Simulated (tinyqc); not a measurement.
Ways to converge the cycle: SCF convergence aids in the sto-3g basis, for LiH, spin multiplicity 3. Computed by the program tinyqc with PySCF. UHF with one setting changed at a time; a run stops when the energy changes by less than 1e-09 hartree and the error matrix is below 1e-5. The start is the Wolfsberg-Helmholz matrix. Damping d keeps d of the old density; a shift (hartree) raises the virtual levels; DIIS n extrapolates F over n matrices.

Geometry (angstrom):
```
atom       x       y       z
Li    0.0000  0.0000  0.0000
H     0.0000  0.0000  1.8830
```

lowest solution found by these runs and by PySCF with stability checks = -7.774624 hartree

Largest element of the error matrix X^T (FDS - SDF) X:
```
iteration    plain  damping 0.3  damping 0.6  shift 0.4   DIIS 3   DIIS 8
1          1.2e-01      1.2e-01      1.2e-01    1.2e-01  1.2e-01  1.2e-01
2          5.1e-02      7.2e-02      9.4e-02    7.7e-02  5.1e-02  5.1e-02
3          2.0e-02      4.2e-02      7.2e-02    4.7e-02  5.8e-03  5.8e-03
4          7.7e-03      2.4e-02      5.4e-02    2.9e-02  1.8e-03  1.8e-03
5          3.0e-03      1.4e-02      4.1e-02    1.7e-02  1.3e-04  1.2e-04
6          1.5e-03      7.9e-03      3.1e-02    1.1e-02  2.1e-06  5.0e-07
8          4.0e-04      2.6e-03      1.8e-02    5.9e-03        -        -
10         1.1e-04      9.5e-04      1.0e-02    3.3e-03        -        -
14         7.3e-06      1.8e-04      3.4e-03    1.0e-03        -        -
20               -      1.5e-05      6.5e-04    1.8e-04        -        -
30               -            -      7.6e-05    9.0e-06        -        -
```

How each run ends:
```
run          iterations  E (hartree)         state
plain                14    -7.774624  lowest found
damping 0.3          22    -7.774624  lowest found
damping 0.6          41    -7.774624  lowest found
shift 0.4            30    -7.774624  lowest found
DIIS 3                7    -7.774624  lowest found
DIIS 8                7    -7.774624  lowest found
```

What does the comparison show, and why?

6 of 6 runs reach the lowest solution found, in 7 to 41 iterations (fastest: DIIS 3, DIIS 8). Plain steps already contract here, so damping only slows them. DIIS 3 and DIIS 8 gain by cancelling the error over several earlier matrices, much as a quasi-Newton step does.
